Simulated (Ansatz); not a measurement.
BiOCl (P4/nmm, No. 129) was calculated with G0W0@PBEsol+SOC in Ansatz (hard PAW, contour deformation, complete-basis limit, spin–orbit shift from PBEsol).

Numerical settings: largest k mesh 6×6×4 (not extrapolated in the mesh).

Cell (measured lattice):

```cif
data_Bi2Cl2O2
_chemical_formula_sum 'Bi2 Cl2 O2'
_space_group_name_H-M_alt 'P 1'
_space_group_IT_number 1
_cell_length_a 3.88551
_cell_length_b 3.88551
_cell_length_c 7.34890
_cell_angle_alpha 90.000
_cell_angle_beta 90.000
_cell_angle_gamma 90.000
loop_
_space_group_symop_operation_xyz
  'x, y, z'
loop_
_atom_site_label
_atom_site_type_symbol
_atom_site_fract_x
_atom_site_fract_y
_atom_site_fract_z
_atom_site_occupancy
Bi1 Bi 0.50000 0.00000 0.32904 1
Bi2 Bi 0.00000 0.50000 0.67096 1
Cl1 Cl 0.00000 0.50000 0.14720 1
Cl2 Cl 0.50000 0.00000 0.85280 1
O1 O 0.00000 0.00000 0.50000 1
O2 O 0.50000 0.50000 0.50000 1
```

Problem. Predict the band gap.

Solution. 
- band gap: 3.44 eV

Note: filled d or f shells below the valence bands can shift G0W0 gaps through exchange with them, which wasn't tested here; spin–orbit coupling enters as the shift of the gap found with a semilocal functional; cell and atoms aren't relaxed at this level.

Ansatz is a quantum-chemistry and plane-wave program.
